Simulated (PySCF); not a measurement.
## LiH at PBE0

Computed with PBE0; PySCF, no relativity, basis sets Li def2-TZVP, H def2-TZVP.

- state: ¹Σ⁺ (singlet), closed shell
- bond length: 159.8 pm
- harmonic wavenumber: 1412 cm⁻¹
- force constant: 1.03 mdyn/Å
- rotational constant Be: 7.491 cm⁻¹
- anharmonicity ωexe: 23.2 cm⁻¹
- vibration–rotation constant αe: 0.207 cm⁻¹
- well depth De to Li + H: 2.24 eV
- dissociation energy D0: 2.16 eV
- HOMO–LUMO gap: 4.45 eV
- bond order (Mayer): 0.87
- dipole moment (positive dipole means Li(−)H(+)): -5.78 D
